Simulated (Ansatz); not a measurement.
Relaxation of BH₆NO (9 atoms, charge 0, multiplicity 1), to a largest force component of 0.03 eV/Å in at most 50 steps.

All numbers below come from Ansatz, RKS B3LYP-D4/6-31G*.

```xyz
9
Properties=species:S:1:pos:R:3
B -0.187 0.374 -0.464
N 0.045 0.095 2.258
H -0.778 -0.030 2.844
H 0.860 0.087 2.870
H 0.791 -0.208 -0.833
O -1.437 -0.114 -0.688
H -1.407 -1.003 -1.076
H -0.130 1.460 0.030
H -0.017 1.047 1.853
```

Q: Where does it end, and by what steps?

A: The forces met the threshold. After 17 steps the energy has fallen by 0.478 eV; H4 moved furthest, 1.25 Å. Joined: B1–N2 (2.75 → 1.73 Å).

| step | energy less start (eV) | largest force component (eV/Å) | accepted |
| --- | --- | --- | --- |
| 0 | 0.0000 | 0.715 | yes |
| 1 | -0.0581 | 0.555 | yes |
| 2 | -0.0669 | 1.362 | yes |
| 3 | -0.0903 | 1.171 | yes |
| 4 | -0.1403 | 0.483 | yes |
| 5 | -0.2360 | 0.512 | yes |
| 6 | -0.3237 | 0.582 | yes |
| 7 | -0.4129 | 0.414 | yes |
| 8 | -0.4249 | 0.212 | yes |
| 9 | -0.4317 | 0.100 | yes |
| 10 | -0.4354 | 0.112 | yes |
| 11 | -0.4378 | 0.415 | yes |
| 12 | -0.4661 | 0.152 | yes |
| 13 | -0.4721 | 0.190 | yes |
| 14 | -0.4742 | 0.272 | yes |
| 15 | -0.4776 | 0.092 | yes |
| 16 | -0.4780 | 0.120 | yes |
| 17 | -0.4782 | 0.013 | yes |

```xyz
9
Properties=species:S:1:pos:R:3
B -0.212 0.443 0.037
N -0.056 0.321 1.760
H -0.973 0.503 2.170
H 0.231 -0.613 2.054
H 0.894 0.113 -0.351
O -1.306 -0.422 -0.288
H -0.978 -1.257 -0.644
H -0.470 1.624 -0.080
H 0.608 0.998 2.137
```

The run took 14 s on 1 thread of AMD EPYC 9R45 96-Core Processor (Zen 5), on a shared host, peak memory 0.15 GiB.
